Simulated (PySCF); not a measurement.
Molecule: ethynylalumane (C#[C][AlH2], C$_{2}$H$_{3}$Al).

Geometry:
| atom | x (Å) | y (Å) | z (Å) |
| --- | --- | --- | --- |
| C1 | 1.792 | -0.186 | -0.407 |
| C2 | 0.607 | -0.062 | -0.135 |
| Al3 | -1.250 | 0.130 | 0.288 |
| H4 | 2.834 | -0.294 | -0.653 |
| H5 | -2.164 | -1.163 | 0.311 |
| H6 | -1.815 | 1.577 | 0.601 |

Geometry PBE0-D3(BJ)/def2-SVP throughout; GIAO in PySCF 2.14.0 with density-fitted response routines, gas phase, one conformer, non-relativistic; equivalent atoms averaged; functional PBE0.

**Question.** How do the absolute shieldings σ depend on the basis set? (ppm; last column core-seconds on 1 thread of an Arm Neoverse V1, shared host)

**Answer.** 
```tsv
basis set	functions	C1	C2	Al3	H5/H6	H4	core-s
pcSseg-0	37	71.7	91.2	301.6	26.81	29.85	1.7
6-31G*	52	92.5	107.8	385.1	26.53	29.46	2.2
cc-pVDZ	61	90.7	105.5	400.1	26.18	28.71	2.5
def2-SVP	61	90.0	102.8	372.3	26.41	28.88	2.3
pcSseg-1	73	72.1	86.2	331.8	26.42	28.60	2.8
aug-cc-pVDZ	100	94.0	103.8	391.4	26.20	28.75	3.8
6-311+G(2d,p)	107	77.6	89.7	332.7	26.36	28.97	4.2
def2-TZVP	117	77.9	88.7	333.6	26.40	29.05	4.8
cc-pVTZ	136	78.3	90.7	332.8	26.36	28.89	5.6
IGLO-III	144	72.5	83.7	335.5	26.43	28.93	5.7
pcSseg-3	319	71.1	82.4	330.3	26.38	28.81	23
```

**Question.** Which nucleus moves most, in ppm?

**Answer.** Al3 (aluminium bonded to C, 2 H): from 301.6 ppm with pcSseg-0 to 400.1 ppm with cc-pVDZ. The smallest spread is 0.63 ppm, at H5/H6. Proton shifts span only some 12 ppm, so a few tenths of a ppm matter as much there as several ppm in carbon.

**Question.** Taking the largest basis, pcSseg-3 (319 functions), as the yardstick, rank the others by their worst heavy-atom deviation.

**Answer.** pcSseg-1 3.8 ppm (73 functions), IGLO-III 5.2 ppm (144 functions), def2-TZVP 6.8 ppm (117 functions), 6-311+G(2d,p) 7.3 ppm (107 functions), cc-pVTZ 8.3 ppm (136 functions), pcSseg-0 28.7 ppm (37 functions), def2-SVP 42.1 ppm (61 functions), 6-31G* 54.8 ppm (52 functions), aug-cc-pVDZ 61.1 ppm (100 functions), cc-pVDZ 69.8 ppm (61 functions).

A small basis that lands close on one nucleus may do so by chance; judge by the trend and by all nuclei.
